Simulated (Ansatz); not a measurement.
Total energies of B(NH3)H3 (BNH6) from Ansatz at r2SCAN-D4/def2-TZVPD, gas phase (1 Eh = 27.2114 eV = 2625.5 kJ/mol). The reference geometry is relaxed at r2SCAN-D4/def2-TZVP.

```
                state   geometry  energy (Eh)
     charge 0 singlet  reference    -83.18840
    charge -1 doublet  reference    -83.16722
free B atom (doublet)          –    -24.63682
free N atom (quartet)          –    -54.58108
free H atom (doublet)          –     -0.49993
```

Work out the vertical electron affinity, to the doublet.

E(charge 0 singlet) − E(charge -1 doublet) = -83.18840 − (-83.16722) = -0.02118 Eh = -0.58 eV; negative, so the extra electron isn't bound.

What is the binding energy per atom against free atoms?

Atoms: 1 × (-24.63682) + 1 × (-54.58108) + 6 × (-0.49993) = -82.21748 Eh. Binding: -82.21748 − (-83.18840) = 0.97092 Eh = 26.42 eV, or 3.30 eV for each of 8 atoms (no zero-point energy, no counterpoise term).

At r2SCAN-D4/def2-TZVPD the highest occupied level of the charge -1 doublet lies above zero (up to 2.14 eV). By energy differences it is unbound by 0.58 eV (vertical, to the charge 0 singlet, at r2SCAN-D4/def2-TZVPD) and held by the finite basis.
